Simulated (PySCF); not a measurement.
## A PySCF run on AlP⁻

State: ²Σ⁺ (doublet), unpaired electrons σ ↑.

An equivalent input (the run itself took its basis sets from the Basis Set Exchange, started from a PBE0 density and held the occupation σ 9α 8β, πx 3α 3β, πy 3α 3β):

```python
from pyscf import gto, dft
mol = gto.M(atom='Al 0 0 0; P 0 0 2.13', basis={'Al': 'def2-TZVPPD', 'P': 'def2-TZVPPD'},
            charge=-1, spin=1, verbose=4, symmetry='C2v')
mf = dft.UKS(mol, xc='M06')
mf.grids.atom_grid = (80, 434)
mf.grids.prune = dft.gen_grid.treutler_prune
mf.irrep_nelec = {'A1': (9, 8), 'B1': (3, 3), 'B2': (3, 3)}
mf.conv_tol = 1e-9
mf.max_cycle = 60
mf.diis_space = 10
mf.kernel()
```

The log (some set-up lines and the per-cycle HOMO/LUMO lines removed):

```
******** <class 'pyscf.dft.uks_symm.SymAdaptedUKS'> ********
method = SymAdaptedUKS
damping factor = 0
level_shift factor = 0
DIIS = <class 'pyscf.scf.diis.CDIIS'>
diis_start_cycle = 1
diis_space = 10
diis_damp = 0
SCF conv_tol = 1e-09
SCF conv_tol_grad = None
SCF max_cycles = 60
number electrons alpha = 15  beta = 14
Set gradient conv threshold to 3.16228e-05
init E= -583.751484080268
cycle= 1 E= -583.753717759866  delta_E= -0.00223  |g|= 0.0151  |ddm|= 0.294
cycle= 2 E= -583.753053637596  delta_E= 0.000664  |g|= 0.0315  |ddm|= 0.0897
cycle= 3 E= -583.753907951579  delta_E= -0.000854  |g|= 0.0056  |ddm|= 0.0515
cycle= 4 E= -583.753931202543  delta_E= -2.33e-05  |g|= 0.00279  |ddm|= 0.0136
cycle= 5 E= -583.75393687592  delta_E= -5.67e-06  |g|= 0.000362  |ddm|= 0.00398
cycle= 6 E= -583.753937039447  delta_E= -1.64e-07  |g|= 8.56e-05  |ddm|= 0.00198
cycle= 7 E= -583.753937049957  delta_E= -1.05e-08  |g|= 3.01e-05  |ddm|= 0.00046
cycle= 8 E= -583.753937053432  delta_E= -3.48e-09  |g|= 1.57e-05  |ddm|= 0.000207
cycle= 9 E= -583.753937054925  delta_E= -1.49e-09  |g|= 8.43e-06  |ddm|= 0.000111
cycle= 10 E= -583.753937055362  delta_E= -4.37e-10  |g|= 2.56e-06  |ddm|= 8.07e-05
Extra cycle  E= -583.753937055375  delta_E= -1.22e-11  |g|= 3.46e-06  |ddm|= 1.4e-05
converged SCF energy = -583.753937055375  <S^2> = 0.75570889  2S+1 = 2.0057008
```

Repeating this along the bond gives Re = 2.122 Å and ωe = 552 cm⁻¹.

A point of this curve took 3.8 CPU seconds beside 0.29 for the integrals, on Arm Neoverse V2 (shared host).

The state is the lowest determinant that a PBE0 search found; another state may lie lower at other levels.
